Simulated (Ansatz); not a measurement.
The input, for Ansatz 0.2.0:

```yaml
crystal:
  periodic: [false, false, false]
  atoms:
    - {symbol: N, position_ang: [-0.034968, -0.000470, 0.000002]}
    - {symbol: H, position_ang: [1.579886, 0.021221, -0.000108]}
    - {symbol: H, position_ang: [-0.558891, 0.879476, -0.002760]}
    - {symbol: H, position_ang: [-0.535066, -0.894171, 0.002834]}
basis:
  gaussian: {orbitals: STO-3G}
total_charge: 1
magnetization: {spin_polarized: true, initial_magnetization: 1}
hamiltonian: {xc: {name: PBE0}}
correlation: {method: ccsdt_q_b, electrons: all}
output: {forces: true}
```

```sh
$ ansatz run in.yaml --threads 1 --pin off --events-out ev --progress --plain --max-ram 2393MiB
```

Log:

```
108 factors; integrals over basis functions are off by at most 2.5e-8 eV
mean field evaluation 1: about -1502.9922 eV, gradient 1.7e1 eV
mean field evaluation 2: about -1502.9715 eV, gradient 1.7e1 eV
mean field evaluation 4: about -1505.5896 eV, gradient 9.0e-1 eV
mean field evaluation 8: about -1505.6050 eV, gradient 6.4e-2 eV
mean field evaluation 16: about -1505.6052 eV, gradient 4.2e-6 eV
mean field -1505.60521488 eV, -55.3299711111 hartree, gradient 4.2e-6 eV, S^2 0.776904; 0 other end points of the search recorded, 0 dependent functions left out
reference -1498.85463989 eV, -55.0818920559 hartree; 5, 4 occupied and 3, 4 virtual orbitals, 108 factors
second order -1.46938232 eV of doubles, -0.03888612 eV of singles
cycle   1  -1.86001642 eV  change   -3.5e-1 eV  update   6.4e-2
cycle   2  -2.13633134 eV  change   -2.8e-1 eV  update   3.2e-2
cycle   3  -2.18571428 eV  change   -4.9e-2 eV  update   1.4e-2
cycle   4  -2.20126212 eV  change   -1.6e-2 eV  update   9.0e-3
cycle   5  -2.22076439 eV  change   -2.0e-2 eV  update   5.4e-3
cycle   6  -2.22451795 eV  change   -3.8e-3 eV  update   1.6e-3
cycle   7  -2.22523538 eV  change   -7.2e-4 eV  update   5.8e-4
cycle   8  -2.22459702 eV  change    6.4e-4 eV  update   2.0e-4
cycle   9  -2.22465133 eV  change   -5.4e-5 eV  update   5.1e-5
cycle  10  -2.22466797 eV  change   -1.7e-5 eV  update   1.7e-5
cycle  11  -2.22466926 eV  change   -1.3e-6 eV  update   7.9e-6
cycle  12  -2.22467185 eV  change   -2.6e-6 eV  update   2.3e-6
cycle  13  -2.22467580 eV  change   -4.0e-6 eV  update   7.5e-7
cycle  14  -2.22467615 eV  change   -3.5e-7 eV  update   2.2e-7
perturbative correction 0.00103153 eV, 0.0000379079 hartree
the calculation of the forces begins
Total energy: -1501.07828452 eV, -55.1636094886 hartree
Atom 0 at    -0.034968    -0.000470     0.000002 Å, force     8.829802     0.118605    -0.000602 eV/Å
Atom 1 at     1.579886     0.021221    -0.000108 Å, force    -6.141867    -0.082500     0.000419 eV/Å
Atom 2 at    -0.558891     0.879476    -0.002760 Å, force    -1.379461     2.624272    -0.008242 eV/Å
Atom 3 at    -0.535066    -0.894171     0.002834 Å, force    -1.308474    -2.660378     0.008425 eV/Å
Dipole moment:     0.148870     0.002000    -0.000010 e Å
```

Forces (eV/Å):
```
N    8.830  0.119 -0.001
H   -6.142 -0.082  0.000
H   -1.379  2.624 -0.008
H   -1.308 -2.660  0.008
```

Ran on 1 thread of Arm Neoverse V1, shared host: 4.7 s wall, 0.13 GiB peak host memory.
